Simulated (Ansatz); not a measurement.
The inner images of a band of C2H7B + H2 (12 atoms, charge 0, multiplicity 1) are given out of order.

Level of theory: Ansatz, RKS B3LYP-D4/6-31G*.

Initial state:

```xyz
12
Properties=species:S:1:pos:R:3
B 0.107 0.334 0.243
C 0.124 0.420 1.809
H -0.732 -0.074 2.284
H 1.052 0.079 2.281
H 0.015 1.491 2.059
C 1.397 0.163 -0.634
H 1.390 -0.873 -1.013
H 1.387 0.794 -1.531
H 2.344 0.305 -0.101
H -0.953 0.421 -0.320
H -0.563 -2.962 0.322
H -0.445 -2.669 0.994
```

Final state:

```xyz
12
Properties=species:S:1:pos:R:3
B -0.126 -0.424 -0.735
C 0.005 -0.220 2.459
H -0.490 -0.220 3.435
H 1.087 -0.306 2.595
H -0.226 0.713 1.938
C 1.382 -0.039 -0.856
H 2.073 -0.759 -0.403
H 1.596 -0.057 -1.942
H 1.628 0.973 -0.516
H -0.984 0.412 -0.772
H -0.465 -1.572 -0.689
H -0.357 -1.073 1.877
```

Question: Put them in order from the first end to the last, with their energies above the first end.
A.
```xyz
12
Properties=species:S:1:pos:R:3
B -0.154 -0.371 -0.288
C 0.088 -0.239 2.084
H -0.777 -0.260 2.747
H 0.975 -0.681 2.538
H 0.300 0.789 1.793
C 1.326 -0.001 -0.670
H 2.076 -0.698 -0.274
H 1.366 -0.102 -1.766
H 1.638 1.021 -0.430
H -1.042 0.429 -0.248
H -0.487 -1.524 -0.353
H -0.183 -0.935 1.259
```
B.
```xyz
12
Properties=species:S:1:pos:R:3
B 0.071 0.165 0.309
C 0.153 0.128 1.882
H -0.782 -0.153 2.380
H 0.971 -0.483 2.284
H 0.357 1.167 2.189
C 1.357 0.032 -0.585
H 2.113 -0.654 -0.183
H 1.171 -0.210 -1.636
H 1.820 1.034 -0.574
H -0.972 0.475 -0.201
H -0.614 -2.069 -0.104
H -0.520 -2.005 0.630
```
C.
```xyz
12
Properties=species:S:1:pos:R:3
B -0.086 -0.225 0.107
C 0.106 -0.156 1.875
H -0.790 -0.275 2.492
H 0.926 -0.746 2.298
H 0.399 0.896 1.915
C 1.332 -0.021 -0.598
H 2.092 -0.735 -0.256
H 1.261 -0.118 -1.688
H 1.722 0.985 -0.392
H -1.055 0.432 -0.137
H -0.491 -1.429 -0.123
H -0.291 -1.181 0.900
```
D.
```xyz
12
Properties=species:S:1:pos:R:3
B 0.102 0.303 0.286
C 0.185 0.373 1.853
H -0.634 -0.168 2.342
H 1.139 0.051 2.286
H 0.038 1.430 2.137
C 1.382 0.106 -0.604
H 1.816 -0.883 -0.390
H 1.223 0.177 -1.684
H 2.165 0.824 -0.317
H -0.978 0.439 -0.224
H -0.763 -2.568 0.001
H -0.550 -2.657 0.707
```
E.
```xyz
12
Properties=species:S:1:pos:R:3
B -0.150 -0.428 -0.588
C 0.056 -0.230 2.335
H -0.726 -0.186 3.096
H 1.002 -0.551 2.779
H 0.180 0.757 1.883
C 1.341 -0.011 -0.805
H 2.067 -0.706 -0.369
H 1.497 -0.062 -1.899
H 1.587 1.012 -0.503
H -1.029 0.383 -0.532
H -0.459 -1.587 -0.583
H -0.243 -0.965 1.578
```

Answer: D (+0.02 eV), B (+0.08 eV), C (+1.02 eV), A (0.00 eV), E (-0.25 eV).

Run time: 66 s on 1 thread of AMD EPYC 9R45 96-Core Processor (Zen 5), with other jobs on the host, peak memory 0.14 GiB.
